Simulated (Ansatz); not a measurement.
thiophene (C₄H₄S), SMILES c1ccsc1.

Coordinates come from a PBE0-D3(BJ)/def2-SVP optimisation.

Two levels are set side by side: PBE/def2-SVPD (Ansatz, a quantum-chemistry and plane-wave program) and CAM-B3LYP/def2-SVPD (Ansatz). Energy differences of separate SCF runs at the same geometry; the states with an electron removed or added have multiplicity 2 and 2. Differences are taken from unrounded values.

```tsv
quantity	CAM-B3LYP
vertical ionisation energy (eV)	9.00
vertical singlet–triplet gap (eV)	3.83
```

Question: What does PBE give, and how far is it from CAM-B3LYP? (An estimate is asked for; the answer gives what the named calculation found.)

Answer: 
```json
[
 {"quantity": "vertical ionisation energy (eV)", "PBE": "8.98", "PBE minus CAM-B3LYP": "-0.02"},
 {"quantity": "vertical singlet–triplet gap (eV)", "PBE": "3.91", "PBE minus CAM-B3LYP": "0.08"}
]
```
